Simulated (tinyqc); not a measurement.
CISD on RHF in the sto-3g basis, for HF, spin multiplicity 1, step by step (part 1 of 2). Computed by tinyqc, a small Python program that keeps every step (integrals from PySCF). Settings: charge = 0, multiplicity = 1, basis = sto-3g, method = RHF, energy threshold = 1e-10, iteration cap = 79, orthogonalisation = canonical, start = atomic densities, DIIS depth = 6, ci = CISD, davidson = 1. Command: `OMP_NUM_THREADS=1 python tinyqc.py 27334 27335 out.jsonl` (the two numbers bound the seeds that draw the settings). One thread of a shared host (Intel(R) Xeon(R) Processor @ 2.60GHz), about 0.2 s of CPU time with the checks. Later iterations appear only in the table of the cycle.

## One-electron integrals

Geometry (angstrom):
```
atom         x         y         z
F     0.000000  0.000000  0.000000
H     0.000000  0.000000  0.949000
```

Basis sto-3g: exponents (1/bohr^2) and contraction coefficients of normalised primitives:
```
element  l (shell)    exponent  coefficient
F            s (1)  166.679130     0.154329
F            s (1)   30.360812     0.535328
F            s (1)    8.216821     0.444635
F            s (2)    6.464803    -0.099967
F            s (2)    1.502281     0.399513
F            s (2)    0.488588     0.700115
F            p (3)    6.464803     0.155916
F            p (3)    1.502281     0.607684
F            p (3)    0.488588     0.391957
H            s (1)    3.425251     0.154329
H            s (1)    0.623914     0.535328
H            s (1)    0.168855     0.444635
```

Overlap, kinetic and nuclear-attraction integrals over the contracted functions; the nuclear repulsion is the sum of Za Zb / Rab.

nuclear repulsion = 5.01854046 hartree

overlap S, order 1F 1s, 1F 2s, 1F 2px, 1F 2py, 1F 2pz, 2H 1s:
$$\begin{pmatrix}
1.000000 & 0.237990 & 0.000000 & 0.000000 & 0.000000 & 0.045847 \\
0.237990 & 1.000000 & 0.000000 & 0.000000 & 0.000000 & 0.427684 \\
0.000000 & 0.000000 & 1.000000 & 0.000000 & 0.000000 & 0.000000 \\
0.000000 & 0.000000 & 0.000000 & 1.000000 & 0.000000 & 0.000000 \\
0.000000 & 0.000000 & 0.000000 & 0.000000 & 1.000000 & 0.338054 \\
0.045847 & 0.427684 & 0.000000 & 0.000000 & 0.338054 & 1.000000
\end{pmatrix}$$

kinetic energy T (hartree), order 1F 1s, 1F 2s, 1F 2px, 1F 2py, 1F 2pz, 2H 1s:
$$\begin{pmatrix}
36.984577 & -0.212858 & 0.000000 & 0.000000 & 0.000000 & -0.001989 \\
-0.212858 & 1.037995 & 0.000000 & 0.000000 & 0.000000 & 0.112112 \\
0.000000 & 0.000000 & 3.248015 & 0.000000 & 0.000000 & 0.000000 \\
0.000000 & 0.000000 & 0.000000 & 3.248015 & 0.000000 & 0.000000 \\
0.000000 & 0.000000 & 0.000000 & 0.000000 & 3.248015 & 0.249810 \\
-0.001989 & 0.112112 & 0.000000 & 0.000000 & 0.249810 & 0.760032
\end{pmatrix}$$

nuclear attraction V (hartree), order 1F 1s, 1F 2s, 1F 2px, 1F 2py, 1F 2pz, 2H 1s:
$$\begin{pmatrix}
-77.567195 & -9.309516 & 0.000000 & 0.000000 & -0.014059 & -1.846915 \\
-9.309516 & -12.095397 & 0.000000 & 0.000000 & -0.169489 & -3.979260 \\
0.000000 & 0.000000 & -11.966627 & 0.000000 & 0.000000 & 0.000000 \\
0.000000 & 0.000000 & 0.000000 & -11.966627 & 0.000000 & 0.000000 \\
-0.014059 & -0.169489 & 0.000000 & 0.000000 & -12.074377 & -2.786530 \\
-1.846915 & -3.979260 & 0.000000 & 0.000000 & -2.786530 & -6.056729
\end{pmatrix}$$

core Hamiltonian H = T + V (hartree), order 1F 1s, 1F 2s, 1F 2px, 1F 2py, 1F 2pz, 2H 1s:
$$\begin{pmatrix}
-40.582619 & -9.522373 & 0.000000 & 0.000000 & -0.014059 & -1.848904 \\
-9.522373 & -11.057402 & 0.000000 & 0.000000 & -0.169489 & -3.867148 \\
0.000000 & 0.000000 & -8.718612 & 0.000000 & 0.000000 & 0.000000 \\
0.000000 & 0.000000 & 0.000000 & -8.718612 & 0.000000 & 0.000000 \\
-0.014059 & -0.169489 & 0.000000 & 0.000000 & -8.826362 & -2.536720 \\
-1.848904 & -3.867148 & 0.000000 & 0.000000 & -2.536720 & -5.296697
\end{pmatrix}$$

## Two-electron integrals

Functions are numbered as in S; the eight-fold symmetry (ij|kl) = (ji|kl) = (kl|ij) leaves the list below.

Two-electron integrals (ij|kl) in chemists' order, unique and non-zero (hartree):
```
(11|11) 5.403501   (21|11) 0.841920   (21|21) 0.156299   (22|11) 1.268028
(22|21) 0.292344   (22|22) 0.926167   (31|31) 0.027998   (32|31) 0.043169
(32|32) 0.204588   (33|11) 1.264502   (33|21) 0.292403   (33|22) 0.925959
(33|33) 0.997514   (41|41) 0.027998   (42|41) 0.043169   (42|42) 0.204588
(43|43) 0.053770   (44|11) 1.264502   (44|21) 0.292403   (44|22) 0.925959
(44|33) 0.889973   (44|44) 0.997514   (51|51) 0.027998   (52|51) 0.043169
(52|52) 0.204588   (53|53) 0.053770   (54|54) 0.053770   (55|11) 1.264502
(55|21) 0.292403   (55|22) 0.925959   (55|33) 0.889973   (55|44) 0.889973
(55|55) 0.997514   (61|11) 0.164827   (61|21) 0.030325   (61|22) 0.056307
(61|33) 0.056223   (61|44) 0.056223   (61|51) 0.001241   (61|52) 0.002318
(61|55) 0.056484   (61|61) 0.005944   (62|11) 0.399741   (62|21) 0.093322
(62|22) 0.327821   (62|33) 0.323150   (62|44) 0.323150   (62|51) 0.006332
(62|52) 0.048552   (62|55) 0.336850   (62|61) 0.018346   (62|62) 0.140456
(63|31) 0.009981   (63|32) 0.058337   (63|53) 0.010327   (63|63) 0.021271
(64|41) 0.009981   (64|42) 0.058337   (64|54) 0.010327   (64|64) 0.021271
(65|11) 0.264295   (65|21) 0.062519   (65|22) 0.235172   (65|33) 0.224976
(65|44) 0.224976   (65|51) 0.013706   (65|52) 0.091590   (65|55) 0.255301
(65|61) 0.012830   (65|62) 0.123486   (65|65) 0.129050   (66|11) 0.536070
(66|21) 0.127210   (66|22) 0.513960   (66|33) 0.495972   (66|44) 0.495972
(66|51) 0.011344   (66|52) 0.120898   (66|55) 0.549329   (66|61) 0.025194
(66|62) 0.276251   (66|65) 0.282092   (66|66) 0.774606
```

## Orthogonalisation

S = U s U^T; canonical form X = U s^(-1/2), so that X^T S X = 1. Each column of U has its largest component positive (the first on a tie).

eigenvalues of S: [0.435083, 0.845637, 1.000000, 1.000000, 1.124876, 1.594404]

X, order 1F 1s, 1F 2s, 1F 2px, 1F 2py, 1F 2pz, 2H 1s:
$$\begin{pmatrix}
0.294547 & 0.762439 & 0.000000 & 0.000000 & -0.587929 & 0.226571 \\
-0.895446 & -0.443641 & 0.000000 & 0.000000 & -0.351734 & 0.465532 \\
0.000000 & 0.000000 & 0.899744 & 0.436418 & 0.000000 & 0.000000 \\
0.000000 & 0.000000 & -0.436418 & 0.899744 & 0.000000 & 0.000000 \\
-0.609704 & 0.578478 & 0.000000 & 0.000000 & 0.607641 & 0.296266 \\
1.018868 & -0.264146 & 0.000000 & 0.000000 & 0.224460 & 0.520928
\end{pmatrix}$$

Within a degenerate level the vectors are fixed only up to a rotation; this is one choice.

## Starting guess

The start is atomic minimal-basis densities projected into this basis (PySCF's MINAO start) and scaled to the electron count of each spin; this density is not idempotent, so its energy is not variational and may lie below the converged one.

D at the start, order 1F 1s, 1F 2s, 1F 2px, 1F 2py, 1F 2pz, 2H 1s:
$$\begin{pmatrix}
2.156759 & -0.504758 & 0.000000 & 0.000000 & 0.016176 & -0.016478 \\
-0.504758 & 2.132146 & 0.000000 & 0.000000 & -0.091734 & 0.041923 \\
0.000000 & 0.000000 & 1.636991 & 0.000000 & 0.000000 & 0.000000 \\
0.000000 & 0.000000 & 0.000000 & 1.636991 & 0.000000 & 0.000000 \\
0.016176 & -0.091734 & 0.000000 & 0.000000 & 1.510120 & 0.164363 \\
-0.016478 & 0.041923 & 0.000000 & 0.000000 & 0.164363 & 1.021773
\end{pmatrix}$$

## Iteration 1: building the Fock matrix

J_ij = sum D_kl (ij|kl), K_ij = sum D_kl (ik|jl); F = H + J - 0.5 K; E = tr D H + tr D J / 2 - 0.25 tr D K + E_nn.

Coulomb J (hartree), order 1F 1s, 1F 2s, 1F 2px, 1F 2py, 1F 2pz, 2H 1s:
$$\begin{pmatrix}
20.219956 & 3.837595 & 0.000000 & 0.000000 & 0.009572 & 0.745223 \\
3.837595 & 9.472399 & 0.000000 & 0.000000 & 0.121493 & 3.358900 \\
0.000000 & 0.000000 & 9.446052 & 0.000000 & 0.000000 & 0.000000 \\
0.000000 & 0.000000 & 0.000000 & 9.446052 & 0.000000 & 0.000000 \\
0.009572 & 0.121493 & 0.000000 & 0.000000 & 9.498036 & 2.454656 \\
0.745223 & 3.358900 & 0.000000 & 0.000000 & 2.454656 & 5.461663
\end{pmatrix}$$

exchange K (hartree), order 1F 1s, 1F 2s, 1F 2px, 1F 2py, 1F 2pz, 2H 1s:
$$\begin{pmatrix}
11.274909 & 1.946075 & 0.000000 & 0.000000 & 0.013112 & 0.415632 \\
1.946075 & 3.179351 & 0.000000 & 0.000000 & 0.109072 & 1.340637 \\
0.000000 & 0.000000 & 2.284848 & 0.000000 & 0.000000 & 0.000000 \\
0.000000 & 0.000000 & 0.000000 & 2.284848 & 0.000000 & 0.000000 \\
0.013112 & 0.109072 & 0.000000 & 0.000000 & 2.358434 & 0.892589 \\
0.415632 & 1.340637 & 0.000000 & 0.000000 & 0.892589 & 1.442589
\end{pmatrix}$$

Fock matrix F (hartree), order 1F 1s, 1F 2s, 1F 2px, 1F 2py, 1F 2pz, 2H 1s:
$$\begin{pmatrix}
-26.000117 & -6.657815 & 0.000000 & 0.000000 & -0.011043 & -1.311497 \\
-6.657815 & -3.174678 & 0.000000 & 0.000000 & -0.102532 & -1.178567 \\
0.000000 & 0.000000 & -0.414984 & 0.000000 & 0.000000 & 0.000000 \\
0.000000 & 0.000000 & 0.000000 & -0.414984 & 0.000000 & 0.000000 \\
-0.011043 & -0.102532 & 0.000000 & 0.000000 & -0.507543 & -0.528359 \\
-1.311497 & -1.178567 & 0.000000 & 0.000000 & -0.528359 & -0.556328
\end{pmatrix}$$

total energy of this density = -99.41647644 hartree

This density is the starting one; it is not idempotent, so its energy is not variational and may lie below the converged one.

## Iteration 1: diagonalisation and new density

Diagonalise F' = X^T F X, C = X C', fill 5 alpha and 5 beta electrons from the bottom; D = 2 C_occ C_occ^T. Each column has its largest component positive (the first on a tie).

F' = X^T F X (hartree):
$$\begin{pmatrix}
-0.143639 & -2.386614 & 0.000000 & 0.000000 & 1.879336 & -0.625569 \\
-2.386614 & -10.987319 & 0.000000 & 0.000000 & 10.705997 & -5.701164 \\
0.000000 & 0.000000 & -0.414984 & 0.000000 & 0.000000 & 0.000000 \\
0.000000 & 0.000000 & 0.000000 & -0.414984 & 0.000000 & 0.000000 \\
1.879336 & 10.705997 & 0.000000 & 0.000000 & -11.909158 & 6.387119 \\
-0.625569 & -5.701164 & 0.000000 & 0.000000 & 6.387119 & -4.696779
\end{pmatrix}$$

orbital energies (hartree): MO1 -26.010132, MO2 -1.596895, MO3 -0.620072, MO4 -0.414984, MO5 -0.414984, MO6 0.490203

coefficients C, order 1F 1s, 1F 2s, 1F 2px, 1F 2py, 1F 2pz, 2H 1s:
$$\begin{pmatrix}
0.994668 & -0.250786 & 0.069181 & 0.000000 & 0.000000 & 0.089561 \\
0.022473 & 0.944991 & -0.348129 & 0.000000 & 0.000000 & -0.569535 \\
0.000000 & 0.000000 & 0.000000 & 0.073635 & 0.997285 & 0.000000 \\
0.000000 & 0.000000 & 0.000000 & 0.997285 & -0.073635 & 0.000000 \\
0.002078 & 0.084814 & 0.797310 & 0.000000 & 0.000000 & -0.721440 \\
-0.004805 & 0.150707 & 0.391073 & 0.000000 & 0.000000 & 1.119795
\end{pmatrix}$$

D after iteration 1, order 1F 1s, 1F 2s, 1F 2px, 1F 2py, 1F 2pz, 2H 1s:
$$\begin{pmatrix}
2.114090 & -0.477443 & 0.000000 & 0.000000 & 0.071912 & -0.031040 \\
-0.477443 & 2.029413 & 0.000000 & 0.000000 & -0.394743 & 0.012330 \\
0.000000 & 0.000000 & 2.000000 & 0.000000 & 0.000000 & 0.000000 \\
0.000000 & 0.000000 & 0.000000 & 2.000000 & 0.000000 & 0.000000 \\
0.071912 & -0.394743 & 0.000000 & 0.000000 & 1.285802 & 0.649157 \\
-0.031040 & 0.012330 & 0.000000 & 0.000000 & 0.649157 & 0.351347
\end{pmatrix}$$

Within a degenerate level the vectors are fixed only up to a rotation; this is one choice.

## Iteration 7 (converged): orbitals

converged F (hartree), order 1F 1s, 1F 2s, 1F 2px, 1F 2py, 1F 2pz, 2H 1s:
$$\begin{pmatrix}
-25.893157 & -6.622997 & 0.000000 & 0.000000 & -0.023290 & -1.296196 \\
-6.622997 & -3.042361 & 0.000000 & 0.000000 & -0.089448 & -1.089984 \\
0.000000 & 0.000000 & -0.463267 & 0.000000 & 0.000000 & 0.000000 \\
0.000000 & 0.000000 & 0.000000 & -0.463267 & 0.000000 & 0.000000 \\
-0.023290 & -0.089448 & 0.000000 & 0.000000 & -0.343597 & -0.565793 \\
-1.296196 & -1.089984 & 0.000000 & 0.000000 & -0.565793 & -0.557613
\end{pmatrix}$$

As before.

F' = X^T F X (hartree):
$$\begin{pmatrix}
-0.074277 & -2.431945 & 0.000000 & 0.000000 & 1.769528 & -0.705571 \\
-2.431945 & -10.859361 & 0.000000 & 0.000000 & 10.734001 & -5.710004 \\
0.000000 & 0.000000 & -0.463267 & 0.000000 & 0.000000 & 0.000000 \\
0.000000 & 0.000000 & 0.000000 & -0.463267 & 0.000000 & 0.000000 \\
1.769528 & 10.734001 & 0.000000 & 0.000000 & -11.806026 & 6.345829 \\
-0.705571 & -5.710004 & 0.000000 & 0.000000 & 6.345829 & -4.604240
\end{pmatrix}$$

orbital energies (hartree): MO1 -25.902915, MO2 -1.461646, MO3 -0.575610, MO4 -0.463267, MO5 -0.463267, MO6 0.596267

coefficients C, order 1F 1s, 1F 2s, 1F 2px, 1F 2py, 1F 2pz, 2H 1s:
$$\begin{pmatrix}
0.994738 & -0.250436 & 0.078973 & 0.000000 & 0.000000 & 0.081286 \\
0.022320 & 0.945014 & -0.414871 & 0.000000 & 0.000000 & -0.522885 \\
0.000000 & 0.000000 & 0.000000 & 0.975094 & 0.221792 & 0.000000 \\
0.000000 & 0.000000 & 0.000000 & -0.221792 & 0.975094 & 0.000000 \\
0.002719 & 0.080118 & 0.698695 & 0.000000 & 0.000000 & -0.817787 \\
-0.005412 & 0.151778 & 0.531718 & 0.000000 & 0.000000 & 1.060106
\end{pmatrix}$$

D after iteration 7, order 1F 1s, 1F 2s, 1F 2px, 1F 2py, 1F 2pz, 2H 1s:
$$\begin{pmatrix}
2.116918 & -0.494452 & 0.000000 & 0.000000 & 0.075637 & -0.002805 \\
-0.494452 & 2.131334 & 0.000000 & 0.000000 & -0.428190 & -0.154566 \\
0.000000 & 0.000000 & 2.000000 & 0.000000 & 0.000000 & 0.000000 \\
0.000000 & 0.000000 & 0.000000 & 2.000000 & 0.000000 & 0.000000 \\
0.075637 & -0.428190 & 0.000000 & 0.000000 & 0.989202 & 0.767308 \\
-0.002805 & -0.154566 & 0.000000 & 0.000000 & 0.767308 & 0.611580
\end{pmatrix}$$

Within a degenerate level the vectors are fixed only up to a rotation; this is one choice.

## Convergence

Stop when the energy changes by less than 1e-10 hartree and every element of the error matrix X^T (F D S - S D F) X is below 3e-06.

Course of the cycle:
```
iteration   E (hartree)     change  largest element of the error matrix
1          -99.41647644          -                             1.00e+00
2          -98.53964847   8.77e-01                             1.90e-01
3          -98.57207578  -3.24e-02                             2.79e-02
4          -98.57278454  -7.09e-04                             4.16e-03
5          -98.57279257  -8.03e-06                             8.16e-05
6          -98.57279257  -3.16e-09                             1.19e-06
7          -98.57279257  -1.58e-12                             9.63e-09
```

PySCF RHF in the same basis = -98.57279257 hartree

Converged in 7 iterations.

## Populations, bond orders and dipole

Mulliken: Z minus the diagonal of D S on the atom; Loewdin: the same with S^(1/2) D S^(1/2); Mayer order: 2 sum_s sum (D(s) S)_ij (D(s) S)_ji over the two atoms.

Charges (e):
```
atom   Mulliken    Loewdin
1F    -0.195262  -0.143175
2H     0.195262   0.143175
```

Mayer bond orders:
```
pair     order
2-1   0.961873
```

dipole moment about the origin, x y z (debye): [0.000000, 0.000000, 1.258024]

## Integrals over molecular orbitals

(pq|rs) = sum C_ip C_jq C_kr C_ls (ij|kl), one index at a time.

one-electron integrals over orbitals h = C^T H C (hartree):
$$\begin{pmatrix}
-40.564418 & 0.704087 & -0.212234 & 0.000000 & 0.000000 & -0.221884 \\
0.704087 & -9.147116 & 0.559621 & 0.000000 & 0.000000 & 1.172928 \\
-0.212234 & 0.559621 & -7.575872 & 0.000000 & 0.000000 & 1.882675 \\
0.000000 & 0.000000 & 0.000000 & -8.718612 & 0.000000 & 0.000000 \\
0.000000 & 0.000000 & 0.000000 & 0.000000 & -8.718612 & 0.000000 \\
-0.221884 & 1.172928 & 1.882675 & 0.000000 & 0.000000 & -6.113419
\end{pmatrix}$$

Two-electron integrals over orbitals (pq|rs), unique and non-zero (hartree):
```
(11|11) 5.362525    (21|11) -0.505282   (21|21) 0.075316    (22|11) 1.201100
(22|21) -0.019858   (22|22) 0.857179    (31|11) 0.158903    (31|21) -0.021770
(31|22) 0.013061    (31|31) 0.022921    (32|11) -0.144294   (32|21) 0.008534
(32|22) -0.020590   (32|31) 0.020949    (32|32) 0.156776    (33|11) 0.999095
(33|21) -0.010998   (33|22) 0.752447    (33|31) -0.005370   (33|32) -0.047608
(33|33) 0.763674    (41|41) 0.029602    (42|41) 0.039093    (42|42) 0.181092
(43|41) -0.011319   (43|42) -0.042365   (43|43) 0.047596    (44|11) 1.264007
(44|21) -0.014454   (44|22) 0.878868    (44|31) 0.004618    (44|32) -0.077334
(44|33) 0.752098    (44|44) 0.997514    (51|51) 0.029602    (52|51) 0.039093
(52|52) 0.181092    (53|51) -0.011319   (53|52) -0.042365   (53|53) 0.047596
(54|54) 0.053770    (55|11) 1.264007    (55|21) -0.014454   (55|22) 0.878868
(55|31) 0.004618    (55|32) -0.077334   (55|33) 0.752098    (55|44) 0.889973
(55|55) 0.997514    (61|11) 0.164986    (61|21) -0.026744   (61|22) 0.000325
(61|31) -0.008623   (61|32) -0.025047   (61|33) 0.012242    (61|44) 0.004526
(61|55) 0.004526    (61|61) 0.025609    (62|11) -0.241418   (62|21) 0.005315
(62|22) -0.127741   (62|31) -0.020231   (62|32) -0.047024   (62|33) -0.037282
(62|44) -0.126005   (62|55) -0.126005   (62|61) 0.015819    (62|62) 0.096802
(63|11) -0.358712   (63|21) 0.006278    (63|22) -0.168035   (63|31) 0.002221
(63|32) 0.094339    (63|33) -0.122877   (63|44) -0.197919   (63|55) -0.197919
(63|61) -0.006392   (63|62) 0.056320    (63|63) 0.178359    (64|41) -0.010599
(64|42) -0.041913   (64|43) -0.014862   (64|64) 0.031458    (65|51) -0.010599
(65|52) -0.041913   (65|53) -0.014862   (65|65) 0.031458    (66|11) 0.885635
(66|21) -0.008982   (66|22) 0.680732    (66|31) 0.015736    (66|32) 0.070091
(66|33) 0.669125    (66|44) 0.650597    (66|55) 0.650597    (66|61) -0.009657
(66|62) -0.066603   (66|63) -0.014805   (66|66) 0.712832
```
